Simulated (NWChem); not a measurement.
System: methanol (CH4O); SMILES CO

Here is an NWChem input.

```
start job
memory heap 200 mb stack 900 mb global 1100 mb
geometry units angstroms noautoz
  C     -0.008646    -0.653372     0.000000
  O     -0.088605     0.753386     0.000000
  H      0.498838    -1.043144    -0.891172
  H     -1.031349    -1.031536     0.000000
  H      0.498838    -1.043144     0.891172
  H      0.802500     1.108225     0.000000
end
basis spherical
  * library def2-svpd
end
dft
  xc b3lyp
  iterations 150
end
tddft
  cis
  nroots 6
  notriplet
end
task tddft energy
```

NWChem printed, in part:

```
             Northwest Computational Chemistry Package (NWChem) 7.3.0
             --------------------------------------------------------

 CS  symmetry detected

                             Geometry "geometry" -> ""
                             -------------------------

 Output coordinates in angstroms (scale by  1.889725989 to convert to a.u.)

  No.       Tag          Charge          X              Y              Z
 ---- ---------------- ---------- -------------- -------------- --------------
    1 C                    6.0000    -0.01029004    -0.65875761     0.00000000
    2 O                    8.0000    -0.08770041     0.74814294     0.00000000
    3 H                    1.0000     0.49648701    -1.04944833    -0.89117200
    4 H                    1.0000    -1.03367645    -1.03506824     0.00000000
    5 H                    1.0000     0.49648701    -1.04944833     0.89117200
    6 H                    1.0000     0.80404596     1.10136702     0.00000000

 Effective nuclear repulsion energy (a.u.)      40.4597096426

      Symmetry information
      --------------------

 Group name             Cs
 Group number              2
 Group order               2
 No. of unique centers     5

                                 NWChem DFT Module
                                 -----------------

 Summary of "ao basis" -> "ao basis" (spherical)
 ------------------------------------------------------------------------------
       Tag                 Description            Shells   Functions and Types
 ---------------- ------------------------------  ------  ---------------------
 C                         def2-svpd                 8       20   4s2p2d
 O                         def2-svpd                 9       23   4s3p2d
 H                         def2-svpd                 4        8   2s2p

      Symmetry analysis of basis
      --------------------------

        a'         50
        a"         25

            General Information
            -------------------
          SCF calculation type: DFT
          Wavefunction type:  closed shell.
          No. of atoms     :     6
          No. of electrons :    18
           Alpha electrons :     9
            Beta electrons :     9
          Charge           :     0
          Spin multiplicity:     1
          Use of symmetry is: off; symmetry adaption is: on
          Maximum number of iterations: 150
          AO basis - number of functions:    75
                     number of shells:    33
          Convergence on energy requested:  1.00D-06
          Convergence on density requested:  1.00D-05
          Convergence on gradient requested:  5.00D-04

              XC Information
              --------------
                         B3LYP Method XC Potential
                     Hartree-Fock (Exact) Exchange  0.200
                        Slater Exchange Functional  0.800 local
                    Becke 1988 Exchange Functional  0.720 non-local
              Lee-Yang-Parr Correlation Functional  0.810
                  VWN I RPA Correlation Functional  0.190 local

             Grid Information
             ----------------
          Grid used for XC integration:  medium
          Radial quadrature: Mura-Knowles
          Angular quadrature: Lebedev.
          Tag              B.-S. Rad. Rad. Pts. Rad. Cut. Ang. Pts.
          ---              ---------- --------- --------- ---------
          C                   0.70       49           8.0       434
          O                   0.60       49           8.0       434
          H                   0.35       45           9.0       434
          Grid pruning is: on
          Number of quadrature shells:   278
          Spatial weights used:  Erf1

      Superposition of Atomic Density Guess
      -------------------------------------

 Sum of atomic energies:        -114.31645374

      Non-variational initial energy
      ------------------------------

 Total energy =    -115.238891
 1-e energy   =    -234.840095
 2-e energy   =      79.141494
 HOMO         =      -0.380917
 LUMO         =       0.054113

      Symmetry analysis of molecular orbitals - initial
      -------------------------------------------------

  Numbering of irreducible representations:

     1 a'          2 a"

  Orbital symmetries:

     1 a'          2 a'          3 a'          4 a'          5 a'
     6 a"          7 a'          8 a'          9 a"         10 a'
    11 a'         12 a'         13 a"         14 a'         15 a'
    16 a"         17 a'         18 a"         19 a'

 !! scf_movecs_sym_adapt:    7 vectors were symmetry contaminated

  Symmetry fudging

 !! scf_movecs_sym_adapt:    2 vectors were symmetry contaminated

   convergence    iter        energy       DeltaE   RMS-Dens  Diis-err
 ---------------- ----- ----------------- --------- --------- ---------
 d= 0,ls=0.0,diis     1   -115.6080075991 -1.56D+02  1.52D-02  3.64D-01

 !! scf_movecs_sym_adapt:    7 vectors were symmetry contaminated

  Symmetry fudging
 d= 0,ls=0.0,diis     2   -115.5971334881  1.09D-02  5.41D-03  5.51D-01
 d= 0,ls=0.0,diis     3   -115.6471710184 -5.00D-02  9.92D-04  2.25D-02
 d= 0,ls=0.0,diis     4   -115.6490668676 -1.90D-03  3.29D-04  9.61D-04
 d= 0,ls=0.0,diis     5   -115.6491660944 -9.92D-05  9.68D-05  9.20D-05
  Resetting Diis
 d= 0,ls=0.0,diis     6   -115.6491773870 -1.13D-05  1.22D-05  8.72D-07
 d= 0,ls=0.0,diis     7   -115.6491774942 -1.07D-07  2.48D-06  1.74D-08

         Total DFT energy =     -115.649177494154
      One electron energy =     -236.991948142589
           Coulomb energy =       96.368050964659
    Exchange-Corr. energy =      -15.484989958785
 Nuclear repulsion energy =       40.459709642561

 Numeric. integr. density =       17.999999165512

                  Occupations of the irreducible representations
                  ----------------------------------------------

                     irrep           alpha         beta
                     --------     --------     --------
                     a'                7.0          7.0
                     a"                2.0          2.0

                       DFT Final Molecular Orbital Analysis
                       ------------------------------------

 Vector    7  Occ=2.000000D+00  E=-4.354034D-01  Symmetry=a'
              MO Center= -2.9D-01, -1.7D-01, -9.7D-19, r^2= 1.5D+00
   Bfn.  Coefficient  Atom+Function         Bfn.  Coefficient  Atom+Function
  ----- ------------  ---------------      ----- ------------  ---------------
    26      0.348158  2 O  py                 5     -0.314437  1 C  px
    52      0.313076  4 H  s                  6     -0.262876  1 C  py
    29      0.187605  2 O  py                53      0.153450  4 H  s
    25     -0.146068  2 O  px                28     -0.112830  2 O  px
    23      0.103641  2 O  s                 24      0.088229  2 O  s

 Vector    8  Occ=2.000000D+00  E=-3.446155D-01  Symmetry=a'
              MO Center= -1.7D-01,  1.0D-01, -1.3D-09, r^2= 1.8D+00
   Bfn.  Coefficient  Atom+Function         Bfn.  Coefficient  Atom+Function
  ----- ------------  ---------------      ----- ------------  ---------------
    25      0.401773  2 O  px                 5     -0.284659  1 C  px
    52      0.257495  4 H  s                 28      0.214758  2 O  px
    23     -0.210878  2 O  s                 68      0.209850  6 H  s
    26     -0.203874  2 O  py                53      0.199145  4 H  s
    22     -0.162889  2 O  s                 44     -0.159151  3 H  s

 Vector    9  Occ=2.000000D+00  E=-2.858426D-01  Symmetry=a"
              MO Center=  3.9D-02,  3.1D-01,  1.4D-09, r^2= 1.5D+00
   Bfn.  Coefficient  Atom+Function         Bfn.  Coefficient  Atom+Function
  ----- ------------  ---------------      ----- ------------  ---------------
    27      0.577928  2 O  pz                30      0.390394  2 O  pz
    44      0.209185  3 H  s                 60     -0.209185  5 H  s
     7     -0.195478  1 C  pz                45      0.142651  3 H  s
    61     -0.142651  5 H  s                 33      0.084215  2 O  pz
    17      0.041634  1 C  d -1              10     -0.037178  1 C  pz

[...]

                                NWChem TDDFT Module
                                -------------------

            General Information
            -------------------
           No. of orbitals :     150
            Alpha orbitals :      75
             Beta orbitals :      75
        Alpha frozen cores :       0
         Beta frozen cores :       0
     Alpha frozen virtuals :       0
      Beta frozen virtuals :       0
         Spin multiplicity :       1
    Number of AO functions :      75
        Use of symmetry is : off
      Symmetry adaption is : on
         Schwarz screening :  0.10D-07

              XC Information
              --------------
                  B3LYP Method XC Potential
              Hartree-Fock (Exact) Exchange   0.20
                 Slater Exchange Functional   0.80 local
             Becke 1988 Exchange Functional   0.72 non-local
       Lee-Yang-Parr Correlation Functional   0.81
           VWN I RPA Correlation Functional   0.19 local

             TDDFT Information
             -----------------
          Calculation type : Tamm-Dancoff TDDFT
         Wavefunction type : Restricted singlets
          No. of electrons :      18
           Alpha electrons :       9
            Beta electrons :       9
              No. of roots :       6
          Max subspacesize :    5200
            Max iterations :     100
               Target root :       1
           Target symmetry : none
      Symmetry restriction : off
                 Algorithm : Optimal
        Davidson threshold :  0.10D-03

    6 smallest eigenvalue differences (eV)
--------------------------------------------------------
  No. Spin  Occ  Vir  Irrep   E(Occ)    E(Vir)   E(Diff)
--------------------------------------------------------
    1    1    9   10 a"       -0.286     0.009     8.016
    2    1    9   11 a"       -0.286     0.040     8.873
    3    1    8   10 a'       -0.345     0.009     9.615
    4    1    9   12 a'       -0.286     0.085    10.101
    5    1    9   13 a"       -0.286     0.087    10.132
    6    1    8   11 a'       -0.345     0.040    10.473
--------------------------------------------------------

  Entering Davidson iterations
  Restricted singlet excited states

  Iter   NTrls   NConv    DeltaV     DeltaE      Time
  ----  ------  ------  ---------  ---------  ---------
    1      6       0     0.70E-01   0.10+100        2.5
    2     12       0     0.18E-01   0.35E-02        2.5
    3     18       0     0.43E-02   0.43E-03        2.4
    4     24       1     0.12E-02   0.24E-04        2.4
    5     29       4     0.24E-03   0.21E-05        2.2
    6     31       6     0.59E-04   0.65E-07        1.6
  ----  ------  ------  ---------  ---------  ---------
  Convergence criterion met

  Ground state a'       -115.649177494154 a.u.

  ----------------------------------------------------------------------------
  Root   1 singlet a"             0.247402606 a.u.                6.7322 eV
  ----------------------------------------------------------------------------
     Transition Moments    X  0.00000   Y -0.00000   Z  0.09107
     Dipole Oscillator Strength                    0.0013678902
     Electric Quadrupole                           0.0000001198
     Magnetic Dipole                               0.0000009974
     Total Oscillator Strength                     0.0013690075

     Occ.    9  a"  ---  Virt.   10  a'      -0.99193
     Occ.    9  a"  ---  Virt.   11  a'       0.10968
  ----------------------------------------------------------------------------
  Root   2 singlet a"             0.287544237 a.u.                7.8245 eV
  ----------------------------------------------------------------------------
     Transition Moments    X -0.00000   Y -0.00000   Z -0.42112
     Dipole Oscillator Strength                    0.0339961276
     Electric Quadrupole                           0.0000001610
     Magnetic Dipole                               0.0000000350
     Total Oscillator Strength                     0.0339963236

     Occ.    9  a"  ---  Virt.   10  a'      -0.11093
     Occ.    9  a"  ---  Virt.   11  a'      -0.99231
  ----------------------------------------------------------------------------
  Root   3 singlet a'             0.309317954 a.u.                8.4170 eV
  ----------------------------------------------------------------------------
     Transition Moments    X -0.08668   Y  0.02815   Z -0.00000
     Dipole Oscillator Strength                    0.0017126836
     Electric Quadrupole                           0.0000003672
     Magnetic Dipole                               0.0000021344
     Total Oscillator Strength                     0.0017151852

     Occ.    8  a'  ---  Virt.   10  a'       0.98858
     Occ.    8  a'  ---  Virt.   11  a'      -0.06991
     Occ.    9  a"  ---  Virt.   12  a"      -0.10452
  ----------------------------------------------------------------------------
  Root   4 singlet a"             0.328711776 a.u.                8.9447 eV
  ----------------------------------------------------------------------------
     Transition Moments    X  0.00000   Y -0.00000   Z  0.24702
     Dipole Oscillator Strength                    0.0133720627
     Electric Quadrupole                           0.0000000119
     Magnetic Dipole                               0.0000002607
     Total Oscillator Strength                     0.0133723353

     Occ.    9  a"  ---  Virt.   13  a'       0.99251
     Occ.    9  a"  ---  Virt.   14  a'       0.06047
     Occ.    9  a"  ---  Virt.   15  a'      -0.07825
  ----------------------------------------------------------------------------
  Root   5 singlet a'             0.330843405 a.u.                9.0027 eV
  ----------------------------------------------------------------------------
     Transition Moments    X  0.20978   Y -0.50690   Z -0.00000
     Dipole Oscillator Strength                    0.0663798916
     Electric Quadrupole                           0.0000001372
     Magnetic Dipole                               0.0000003641
     Total Oscillator Strength                     0.0663803929

     Occ.    8  a'  ---  Virt.   10  a'       0.10631
     Occ.    8  a'  ---  Virt.   11  a'       0.06503
     Occ.    8  a'  ---  Virt.   13  a'      -0.05923
     Occ.    9  a"  ---  Virt.   12  a"       0.98756
  ----------------------------------------------------------------------------
  Root   6 singlet a'             0.347126111 a.u.                9.4458 eV
  ----------------------------------------------------------------------------
     Transition Moments    X  0.49303   Y -0.12373   Z -0.00000
     Dipole Oscillator Strength                    0.0597960897
     Electric Quadrupole                           0.0000001276
     Magnetic Dipole                               0.0000000127
     Total Oscillator Strength                     0.0597962300

     Occ.    8  a'  ---  Virt.   10  a'       0.06788
     Occ.    8  a'  ---  Virt.   11  a'       0.98825
     Occ.    9  a"  ---  Virt.   12  a"      -0.06936
     Occ.    9  a"  ---  Virt.   16  a"       0.07637

              Target root =      1
          Target symmetry = none
      Ground state energy =   -115.649177494154
        Excitation energy =      0.247402606333
     Excited state energy =   -115.401774887820

  stored tddft:energy   -115.40177488782048
```

Level: B3LYP/def2-SVPD, TDA. The geometry was optimised at PBE0-D3(BJ)/def2-TZVP.
